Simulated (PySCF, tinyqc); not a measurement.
Inside a calculation. Method: RHF in the sto-3g basis, for LiH, spin multiplicity 1. The lowest restricted solution is unstable here: a spin-polarised one lies 0.0147 hartree lower (PySCF). One step of it, computed by the program tinyqc.

Problem. Iteration 2: building the Fock matrix. J_ij = sum D_kl (ij|kl), K_ij = sum D_kl (ik|jl); F = H + J - 0.5 K; E = tr D H + tr D J / 2 - 0.25 tr D K + E_nn.

D after iteration 1, lower triangle:
```
            1Li 1s    1Li 2s   1Li 2px   1Li 2py   1Li 2pz     2H 1s
1Li 1s    2.007429
1Li 2s   -0.072645  0.467809
1Li 2px   0.000000  0.000000  0.000000
1Li 2py   0.000000  0.000000  0.000000  0.000000
1Li 2pz  -0.054815  0.195886  0.000000  0.000000  0.082322
2H 1s    -0.206972  0.677617  0.000000  0.000000  0.284983  0.986707
```

core Hamiltonian H = T + V (hartree), lower triangle:
```
            1Li 1s     1Li 2s    1Li 2px    1Li 2py    1Li 2pz      2H 1s
1Li 1s   -4.631565
1Li 2s   -1.038950  -1.323933
1Li 2px   0.000000   0.000000  -1.077041
1Li 2py   0.000000   0.000000   0.000000  -1.077041
1Li 2pz  -0.007485  -0.080294   0.000000   0.000000  -1.136063
2H 1s    -0.053673  -0.332185   0.000000   0.000000  -0.469485  -1.142955
```

Two-electron integrals (ij|kl) in chemists' order, unique and non-zero (hartree):
```
(11|11) 1.680395   (21|11) 0.265420   (21|21) 0.049941   (22|11) 0.397727
(22|21) 0.092860   (22|22) 0.290562   (31|31) 0.008981   (32|31) 0.013788
(32|32) 0.064184   (33|11) 0.396640   (33|21) 0.092880   (33|22) 0.290497
(33|33) 0.312946   (41|41) 0.008981   (42|41) 0.013788   (42|42) 0.064184
(43|43) 0.016869   (44|11) 0.396640   (44|21) 0.092880   (44|22) 0.290497
(44|33) 0.279207   (44|44) 0.312946   (51|51) 0.008981   (52|51) 0.013788
(52|52) 0.064184   (53|53) 0.016869   (54|54) 0.016869   (55|11) 0.396640
(55|21) 0.092880   (55|22) 0.290497   (55|33) 0.279207   (55|44) 0.279207
(55|55) 0.312946   (61|11) 0.012461   (61|21) 0.002384   (61|22) 0.004607
(61|33) 0.004546   (61|44) 0.004546   (61|51) 0.000332   (61|52) 0.000652
(61|55) 0.004731   (61|61) 0.000129   (62|11) 0.063976   (62|21) 0.015283
(62|22) 0.055567   (62|33) 0.052257   (62|44) 0.052257   (62|51) 0.002290
(62|52) 0.017657   (62|55) 0.062136   (62|61) 0.000904   (62|62) 0.022833
(63|31) 0.000790   (63|32) 0.004580   (63|53) 0.002222   (63|63) 0.001067
(64|41) 0.000790   (64|42) 0.004580   (64|54) 0.002222   (64|64) 0.001067
(65|11) 0.090425   (65|21) 0.021703   (65|22) 0.080621   (65|33) 0.075129
(65|44) 0.075129   (65|51) 0.003516   (65|52) 0.027360   (65|55) 0.091530
(65|61) 0.001306   (65|62) 0.035199   (65|65) 0.054496   (66|11) 0.225447
(66|21) 0.054351   (66|22) 0.216551   (66|33) 0.199221   (66|44) 0.199221
(66|51) 0.007459   (66|52) 0.075882   (66|55) 0.251033   (66|61) 0.003211
(66|62) 0.119365   (66|65) 0.188070   (66|66) 0.774606
```

nuclear repulsion = 0.67640888 hartree

Give: Coulomb J; exchange K; Fock matrix F; total energy of this density.

Solution.

Coulomb J (hartree), lower triangle:
```
         1Li 1s  1Li 2s  1Li 2px  1Li 2py  1Li 2pz  2H 1s
1Li 1s    3.909
1Li 2s    0.662   1.278
1Li 2px   0.000   0.000    1.250
1Li 2py   0.000   0.000    0.000    1.250
1Li 2pz   0.017   0.138    0.000    0.000    1.327
2H 1s     0.033   0.332    0.000    0.000    0.498  1.627
```

exchange K (hartree), lower triangle:
```
         1Li 1s  1Li 2s  1Li 2px  1Li 2py  1Li 2pz  2H 1s
1Li 1s    3.357
1Li 2s    0.546   0.330
1Li 2px   0.000   0.000    0.056
1Li 2py   0.000   0.000    0.000    0.056
1Li 2pz  -0.001   0.185    0.000    0.000    0.213
2H 1s     0.024   0.350    0.000    0.000    0.379  1.061
```

Fock matrix F (hartree), lower triangle:
```
         1Li 1s  1Li 2s  1Li 2px  1Li 2py  1Li 2pz   2H 1s
1Li 1s   -2.401
1Li 2s   -0.650  -0.211
1Li 2px   0.000   0.000    0.145
1Li 2py   0.000   0.000    0.000    0.145
1Li 2pz   0.010  -0.035    0.000    0.000    0.084
2H 1s    -0.033  -0.175    0.000    0.000   -0.161  -0.046
```

total energy of this density = -7.77677 hartree
